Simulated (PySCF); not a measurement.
# Oxygen: a sound run and one with changed settings

Sound run: O [He] 2s2 2p4, O⁺ [He] 2s2 2p3. All numbers are calculated (PySCF 2.14, the spin-free X2C one-electron Hamiltonian (Gaussian nucleus), in x2c-SVPall (3s2p1d, 14 functions)). In the sound run the correlated levels freeze 1s2. The sound run starts from symmetry-adapted Hartree-Fock orbitals and uses a fine grid where one is needed.

Changed run: basis STO-3G, all-electron and non-relativistic. This setting is unsound on purpose.

| species | method | sound run (hartree) | changed run (hartree) | converged |
| --- | --- | --- | --- | --- |
| O | UHF | -74.77172 | -73.80415 | yes |
| O | B3LYP | -75.05340 | -74.03485 | yes |
| O | r2SCAN | -75.01594 | -74.01528 | yes |
| O | MP2 | -74.87310 | -73.80415 | yes |
| O⁺ | UHF | -74.32809 | -73.44358 | yes |
| O⁺ | B3LYP | -74.53858 | -73.60827 | yes |
| O⁺ | r2SCAN | -74.51457 | -73.60160 | yes |
| O⁺ | MP2 | -74.39708 | -73.44358 | yes |

Ionisation energy of O:

| method | sound run (eV) | changed run (eV) |
| --- | --- | --- |
| UHF | 12.072 | 9.812 |
| B3LYP | 14.009 | 11.608 |
| r2SCAN | 13.643 | 11.257 |
| MP2 | 12.953 | 9.812 |
| SCS-MP2 | 12.975 | 9.812 |

A minimal basis cannot let orbitals breathe on ionisation and holds almost no correlation. The Hamiltonian changed with the basis, so the totals do not compare.

For comparison, NIST gives 13.618 eV between the lowest levels.
